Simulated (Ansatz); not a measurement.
The input, for Ansatz 0.2.0:

```yaml
crystal:
  periodic: [false, false, false]
  atoms:
    - {symbol: B, position_ang: [0.000000, -0.815465, 1.721972]}
    - {symbol: Ge, position_ang: [0.000000, 0.225920, 0.127967]}
    - {symbol: F, position_ang: [0.000000, -0.491121, -1.458209]}
    - {symbol: H, position_ang: [0.000000, 1.722026, -0.206468]}
basis:
  gaussian: {orbitals: cc-pVDZ}
magnetization: {spin_polarized: false, initial_magnetization: 5}
correlation: {method: ccsd_t, electrons: outside_noble_gas}
output: {forces: true}
```

```sh
$ ansatz run in.yaml --threads 1 --pin off --events-out ev --progress --plain --max-ram 2393MiB
```

Question: Roughly how long does this take on 1 thread of Intel Xeon Platinum 8259CL, shared host, and how much host memory?

Answer: 49 s wall and 0.23 GiB.

```
634 factors; integrals over basis functions are off by at most 8.7e-4 eV
mean field evaluation 1: about -59852.6284 eV, gradient 2.3e1 eV
mean field evaluation 2: about -59852.6781 eV, gradient 2.3e1 eV
mean field evaluation 4: about -59855.6125 eV, gradient 6.8e0 eV
mean field evaluation 8: about -59856.1214 eV, gradient 1.3e0 eV
mean field evaluation 16: about -59856.1407 eV, gradient 8.6e-1 eV
mean field evaluation 32: about -59855.9803 eV, gradient 2.5e0 eV
mean field evaluation 64: about -59856.0120 eV, gradient 1.4e0 eV
mean field evaluation 96: about -59856.4374 eV, gradient 2.7e-6 eV
mean field evaluation 128: about -59854.6556 eV, gradient 2.1e-3 eV
mean field evaluation 160: about -59855.3289 eV, gradient 1.2e0 eV
...
mean field -59856.43737944 eV, -2199.6835015438 hartree, gradient 2.2e-6 eV, S^2 8.750000; 15 other end points of the search recorded, 0 dependent functions left out
mean field evaluation 1024: about -59855.2183 eV, gradient 4.0e0 eV
mean field evaluation 1056: about -59855.7612 eV, gradient 4.9e0 eV
mean field evaluation 1088: about -59855.3427 eV, gradient 1.8e-4 eV
mean field evaluation 1120: about -59855.4464 eV, gradient 4.1e0 eV
determinant -59856.43737944 eV, -2199.6835015438 hartree, with singles and doubles -59864.93180895 eV, -2199.9956660708 hartree
determinant -59855.45812029 eV, -2199.6475144338 hartree, with singles and doubles -59864.65408250 eV, -2199.9854598120 hartree
determinant -59855.38897959 eV, -2199.6449735600 hartree, with singles and doubles -59864.69997749 eV, -2199.9871464218 hartree
determinant -59855.08578617 eV, -2199.6338314075 hartree, with singles and doubles -59862.94746689 eV, -2199.9227428450 hartree
determinant -59855.03590423 eV, -2199.6319982800 hartree, with singles and doubles -59863.91842265 eV, -2199.9584248111 hartree
determinant -59854.65558371 eV, -2199.6180217587 hartree, with singles and doubles -59863.33279784 eV, -2199.9369034962 hartree
determinant -59854.42638834 eV, -2199.6095989842 hartree, with singles and doubles -59862.35788999 eV, -2199.9010762938 hartree
determinant -59853.48294272 eV, -2199.5749279972 hartree, with singles and doubles -59861.86742015 eV, -2199.8830518595 hartree
determinant -59856.43737944 eV, -2199.6835015438 hartree, with singles and doubles -59864.96676017 eV, -2199.9969505044 hartree
determinant -59855.45812029 eV, -2199.6475144338 hartree, with singles and doubles -59864.80920938 eV, -2199.9911606196 hartree
determinant -59855.38897959 eV, -2199.6449735600 hartree, with singles and doubles -59864.87982008 eV, -2199.9937555149 hartree
16 core orbitals not correlated: weight in the atoms' cores, before any rotation towards them, 0.966 or more for the frozen orbitals, at most 0.036 for the correlated occupied ones
reference -59856.43737944 eV, -2199.6835015438 hartree; 10, 5 occupied and 34, 39 virtual orbitals, 634 factors
second order -7.72936264 eV of doubles, -0.03986540 eV of singles
cycle   1  -8.52937906 eV  change    1.7e-6 eV  update   3.6e-6
cycle   2  -8.52938131 eV  change   -2.3e-6 eV  update   2.6e-6
cycle   3  -8.52938120 eV  change    1.1e-7 eV  update   1.8e-6
cycle   4  -8.52938118 eV  change    2.5e-8 eV  update   9.0e-7
cycle   5  -8.52938163 eV  change   -4.5e-7 eV  update   5.7e-7
cycle   6  -8.52938228 eV  change   -6.5e-7 eV  update   3.6e-7
perturbative correction -0.25294320 eV, -0.0092954911 hartree
the calculation of the forces begins
Total energy: -59865.21970491 eV, -2200.0062460522 hartree
Atom 0 at     0.000000    -0.815465     1.721972 Å, force     0.000000    -2.097880     3.581093 eV/Å
Atom 1 at     0.000000     0.225920     0.127967 Å, force     0.000000     1.027183    -2.384038 eV/Å
Atom 2 at     0.000000    -0.491121    -1.458209 Å, force     0.000000    -0.347944    -1.018298 eV/Å
Atom 3 at     0.000000     1.722026    -0.206468 Å, force    -0.000000     1.418641    -0.178758 eV/Å
Dipole moment:    -0.000000     0.582897    -0.187913 e Å
```

Forces (eV/Å):
```
B    0.000 -2.098  3.581
Ge   0.000  1.027 -2.384
F    0.000 -0.348 -1.018
H    0.000  1.419 -0.179
```

The T1 diagnostic is 0.061.
